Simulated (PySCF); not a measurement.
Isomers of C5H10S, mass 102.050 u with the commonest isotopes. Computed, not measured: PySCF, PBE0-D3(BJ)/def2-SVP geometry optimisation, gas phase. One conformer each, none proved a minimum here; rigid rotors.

Question: Order these by rotational constant B, smallest first.
A. `[CH2:1]1[CH2:2][CH2:3][S:4][CH2:5][CH2:6]1` with C6–C1–C2–C3 -58°, C1–C2–C3–S4 60°, C2–C3–S4–C5 -55°, C3–S4–C5–C6 55°
B. `[CH3:1][CH2:2]/[CH:3]=[CH:4]\[S:5][CH3:6]` with C1–C2–C3–C4 -129°, C3–C4–S5–C6 153°
C. `[CH3:1][CH2:2][CH:3]1[CH2:4][S:5][CH2:6]1` with C1–C2–C3–C4 -177°, C2–C3–C4–S5 143°, C3–C4–S5–C6 -16°, C4–S5–C6–C3 16°, C2–C3–C6–S5 -143°
D. `[CH3:1][S:2][CH:3]=[C:4]([CH3:5])[CH3:6]` with C1–S2–C3–C4 180°
E. `[CH3:1][C@@H:2]1[CH2:3][CH2:4][CH2:5][S:6]1` with C1–C2–C3–C4 -160°, C2–C3–C4–C5 50°, C3–C4–C5–S6 -38°, C4–C5–S6–C2 14° (2-methyltetrahydrothiophene)

Answer: B (1225 MHz), D (1485 MHz), C (1613 MHz), E (2800 MHz), A (3009 MHz).

Question: Order these by rotational constant C, smallest first.
A. `[CH3:1][C@@H:2]1[CH2:3][CH2:4][CH2:5][S:6]1` with C1–C2–C3–C4 -160°, C2–C3–C4–C5 50°, C3–C4–C5–S6 -38°, C4–C5–S6–C2 14°
B. `[SH:1][CH2:2][CH2:3][CH:4]1[CH2:5][CH2:6]1` with H–S1–C2–C3 -65°, S1–C2–C3–C4 67°, C2–C3–C4–C5 -161°
C. `[CH3:1][CH2:2][CH:3]1[CH2:4][S:5][CH2:6]1` with C1–C2–C3–C4 -177°, C2–C3–C4–S5 143°, C3–C4–S5–C6 -16°, C4–S5–C6–C3 16°, C2–C3–C6–S5 -143°
D. `[CH3:1][S:2][CH:3]=[C:4]([CH3:5])[CH3:6]` with C1–S2–C3–C4 180°
E. `[CH2:1]1[CH2:2][CH2:3][S:4][CH2:5][CH2:6]1` with C6–C1–C2–C3 -58°, C1–C2–C3–S4 60°, C2–C3–S4–C5 -55°, C3–S4–C5–C6 55°
F. `[CH3:1][CH2:2]/[CH:3]=[CH:4]\[S:5][CH3:6]` with C1–C2–C3–C4 -129°, C3–C4–S5–C6 153°
G. `[CH3:1][CH2:2][C@@H:3]1[CH2:4][C@H:5]1[SH:6]` with C1–C2–C3–C4 153°, C4–C5–S6–H 142°

Answer: F (1176 MHz), D (1228 MHz), G (1307 MHz), B (1352 MHz), C (1412 MHz), A (1851 MHz), E (1914 MHz).

Question: Order these by dipole moment, largest first.
A. `[CH3:1][S:2][CH:3]=[C:4]([CH3:5])[CH3:6]` with C1–S2–C3–C4 180°
B. `[CH2:1]1[CH2:2][CH2:3][S:4][CH2:5][CH2:6]1` with C6–C1–C2–C3 -58°, C1–C2–C3–S4 60°, C2–C3–S4–C5 -55°, C3–S4–C5–C6 55°
C. `[CH3:1][C@@H:2]1[CH2:3][CH2:4][CH2:5][S:6]1` with C1–C2–C3–C4 -160°, C2–C3–C4–C5 50°, C3–C4–C5–S6 -38°, C4–C5–S6–C2 14°
D. `[CH3:1][CH2:2][CH:3]1[CH2:4][S:5][CH2:6]1` with C1–C2–C3–C4 -177°, C2–C3–C4–S5 143°, C3–C4–S5–C6 -16°, C4–S5–C6–C3 16°, C2–C3–C6–S5 -143°
E. `[CH3:1][CH2:2][CH2:3][C:4]([CH3:5])=[S:6]` with C1–C2–C3–C4 -177°, C2–C3–C4–C5 -75°

Answer: E (2.84 D), D (2.07 D), C (1.95 D), B (1.73 D), A (1.19 D).

| SMILES | point group | Ia (u·Å²) | Ib (u·Å²) | Ic (u·Å²) | κ | μa (D) | μb (D) | μc (D) |
| --- | --- | --- | --- | --- | --- | --- | --- | --- |
| CCC1CSC1 | C1 | 67.35 | 313.37 | 357.98 | -0.93 | 2.04 | 0.40 | 0.04 |
| C1CCSCC1 | Cs | 126.44 | 167.98 | 264.06 | 0.05 | 1.62 | 0.00 | 0.59 |
| C[C@@H]1CCCS1 | C1 | 119.98 | 180.48 | 273.00 | -0.20 | 0.35 | 1.92 | 0.01 |
| CSC=C(C)C | Cs | 80.61 | 340.35 | 411.38 | -0.90 | 0.07 | 1.19 | 0.00 |
| CCCC(C)=S | C1 | 99.33 | 345.82 | 410.39 | -0.88 | 2.15 | 1.84 | 0.23 |
| CC[C@@H]1C[C@H]1S | C1 | 96.70 | 318.32 | 386.55 | -0.86 | 1.71 | 0.15 | 0.14 |
| SCCC1CC1 | C1 | 87.79 | 314.06 | 373.68 | -0.88 | 1.24 | 0.82 | 0.71 |
| CC/C=C\SC | C1 | 67.94 | 412.61 | 429.85 | -0.98 | 0.45 | 0.75 | 0.81 |
